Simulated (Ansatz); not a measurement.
Process, species as SMILES: OO (H2O2) → 2 H atom + 2 O atom
B3LYP-D3(BJ)/def2-TZVP geometries, fixed; electronic energies without zero-point terms.
Largest species:
```
O
H 1 0.9680
O 1 1.4504 2 100.54
H 3 0.9680 1 100.54 2 115.91
```

Energies in hartree at PBE0 with Ansatz (a program for electronic structure); the atomisation energy is their sum with the coefficients shown, times 627.509 kcal/mol a hartree. All functions are spherical. The program fits the integrals of some runs and decomposes those of others, by size. Open shells are unrestricted. No added dispersion term, no relativity.

```csv
species,coefficient,part,cc-pVDZ,cc-pVTZ,cc-pVQZ
OO (H2O2),-1,PBE0,-151.39155,-151.44832,-151.46268
H atom,+2,PBE0,-0.50029,-0.50104,-0.50123
O atom,+2,PBE0,-74.99304,-75.01427,-75.02042
```

### Question
Predict the atomisation energy in cc-pV5Z (X = 5): let each PBE0 step shrink by the ratio of the last two. Compare with the run.

### Answer

- OO (H2O2): steps -0.05677 and -0.01436, ratio 0.253, so PBE0 -151.46631 (run: -151.46736).
- H atom: steps -0.00075 and -0.00019, ratio 0.253, so PBE0 -0.50128 (run: -0.50131).
- O atom: steps -0.02123 and -0.00615, ratio 0.290, so PBE0 -75.02220 (run: -75.02252).
Predicted 263.15 kcal/mol; the run in cc-pV5Z gives 263.37, a miss of -0.22. Keeping the value in cc-pVQZ, 263.16, would miss by -0.20. All sums are of the energies as printed.
